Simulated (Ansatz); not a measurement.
For diamond-structure Si, PBE0-D3(BJ) (plane waves, PAW; Ansatz, a quantum-chemistry and plane-wave program) gives:

| Property | Result |
|---|---|
| equilibrium lattice constant a | 5.389 Å |
| bulk modulus B0 | 103 GPa |

Task: What does Hartree–Fock (Ansatz, PAW) give for the same quantities?

Result: 
- lattice constant a: 5.506 Å (grows by 2.2 %)
- bulk modulus: 104 GPa (is nearly the same)

For comparison: lattice constant a 5.421 Å (measured, static lattice: zero-point anharmonic expansion removed; as tabulated in Mejia-Rodriguez and Trickey (2018), arXiv:1807.09216); bulk modulus 101 GPa (measured, 0 K value with zero-point phonon effects removed; as tabulated in Sun et al. (2011), doi:10.1103/physrevb.84.035117).

Changes are worked out from the printed values.

Unless a cell is named, each level is at its own relaxed cell (PBE0-D3(BJ) 19.56, Hartree–Fock 20.86 Å³/atom).

Ansatz's density-functional and Hartree–Fock values are scalar-relativistic unless marked +SOC, with PAW data made under PBE.
